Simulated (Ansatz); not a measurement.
Process, species as SMILES: [SiH2]C (CH3-SiH2) → C atom + 5 H atom + Si atom
B3LYP-D3(BJ)/def2-TZVP geometries, fixed; electronic energies without zero-point terms.
Largest species:
```
C
H 1 1.0909
H 1 1.0909 2 108.23
H 1 1.0938 2 108.08 3 116.82
Si 1 1.8820 2 110.96 3 -121.97
H 5 1.4873 1 111.50 2 -58.56
H 5 1.4873 6 109.34 1 123.76
```
Charge 0, spin multiplicity 2.

Basis-set convergence of the atomisation energy at HF with Ansatz (a quantum-chemistry and plane-wave program). Cartesian d functions, on some or all atoms, in 6-31+G*, 6-31G**; all else is spherical. Open shells are unrestricted. No added dispersion term, no relativity. Functions are those of the species that has most. Reference: the value in def2-QZVPPD, 412.77 kcal/mol, itself unsure by roughly 0.15 kcal/mol (its mean distance from pcseg-3, def2-QZVPP, cc-pV(Q+d)Z).

| basis | functions | atomisation energy (kcal/mol) |
|---|---|---|
| 3-21G | 32 | 383.13 |
| def2-SV(P) | 42 | 403.67 |
| 6-31+G* | 52 | 405.48 |
| pcseg-1 | 57 | ? |
| 6-31G** | 59 | 411.65 |
| cc-pV(D+d)Z | 62 | ? |
| aug-pcseg-1 | 95 | ? |
| aug-cc-pV(D+d)Z | 100 | ? |
| pcseg-3 | 289 | 413.19 |

Q: What belongs in the gaps?

A: 
- pcseg-1, atomisation energy (kcal/mol): 409.62
- cc-pV(D+d)Z, atomisation energy (kcal/mol): 404.52
- aug-pcseg-1, atomisation energy (kcal/mol): 410.92
- aug-cc-pV(D+d)Z, atomisation energy (kcal/mol): 404.50
